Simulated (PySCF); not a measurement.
**Computed data sheet: `CC` (ethane)**

Species: ethane, C₂H₆.
Structure used (GFN2-xTB), in Å, numbered top down from 1:
```xyz
8
C2H6 angstrom
C     -0.7524    0.1057   -0.0168
C      0.7546   -0.1026    0.0104
H     -1.2175   -0.5618   -0.7390
H     -0.9937    1.1298   -0.2930
H     -1.1835   -0.0949    0.9615
H      0.9934   -1.1285    0.2828
H      1.2208    0.5606    0.7360
H      1.1874    0.1011   -0.9667
```

From GFN2-xTB geometry:

* Point group of the GFN2-xTB geometry: D3d
* Rotational constants A, B, C of the GFN2-xTB geometry: 80.608, 20.267, 20.266 GHz

**CAM-B3LYP/def2-SVPD ground state and vertical TDDFT (core frozen in the response) (PySCF)**

- Dipole moment: 0.00 D
- HOMO energy: -11.10 eV
- LUMO energy: 1.51 eV
- HOMO–LUMO gap: 12.61 eV
- Lowest singlet excitation: 9.25 eV (134 nm, f = 0.000 summed over 2 states within 0.01 eV)
- Lowest triplet excitation (Tamm–Dancoff): 8.96 eV
- Static isotropic polarisability: 27.9 au
- Electronic spatial extent ⟨r²⟩ about the centre of nuclear charge: 109 bohr²

Monoisotopic mass from the formula: 30.0470 u.

The rotational constants are those of a prolate symmetric top; the small spread among constants that symmetry makes equal is optimisation noise. Point group D3d forbids a permanent dipole, so the rigid molecule has no electric-dipole pure rotational spectrum. No computed singlet falls in the visible range (750 to 380 nm, 1.65 to 3.26 eV); S1 lies 5.99 eV above its blue end. S1 lies 3.36 eV below the HOMO–LUMO gap. With B = h/(8π²I), that is 505.379 GHz u Å² over I, the principal moments of inertia are 6.3, 24.9 and 24.9 u Å² (most abundant isotopes).

Isolated species at its GFN2-xTB geometry, gas phase.
